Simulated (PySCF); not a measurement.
**TDDFT beside published excitation energies**

Published values to compare with (the computed states carry no symmetry labels, so the two lists aren't matched line by line):

| state | E (eV) | f | kind of transition | source |
| --- | --- | --- | --- | --- |
| 3B2(π→π*) | 5.52 |  | vertical absorption | [1] |
| 1B2(π→π*) | 7.13 | 0.347 | vertical absorption | [1] |

[1] computed, theoretical best estimate (aug-cc-pVTZ, frozen core, CC3 geometry), gas; Veril, Scemama, Caffarel, Lipparini, Boggio-Pasqua, Jacquemin, Loos, WIREs Comput. Mol. Sci. 2021, 11, e1517 (QUESTDB)

Species: streptocyanine-1, CH5N2 (charge +1).
SMILES: `NC=[NH2+]`

Computed, not measured: PySCF, TDDFT B3LYP/def2-SVPD, vertical, gas phase, core orbitals frozen in the response. Isolated species at its GFN2-xTB geometry, gas phase. Torsions of this conformer, `[NH2:1][CH:2]=[NH2+:3]`: H–N1–C2–N3 0°, H–N1–C2–N3 180°.

Computed singlets: 7.58 eV (f 0.333); 8.28 eV (f 0.000); 8.88 eV (f 0.000); 9.27 eV (f 0.025); 10.01 eV (f 0.004); 10.69 eV (f 0.000); 10.72 eV (f 0.000); 10.91 eV (f 0.101). Computed triplets (Tamm–Dancoff): 5.16, 7.99, 8.11 eV.

Task: How does the lowest computed triplet compare with the best estimate listed for the lowest triplet (vertical absorption)?

Result: 5.16 eV against 5.52 eV for 3B2(π→π*) [1]: a difference of -0.36 eV. Geometry and basis of the two calculations needn't be the same.
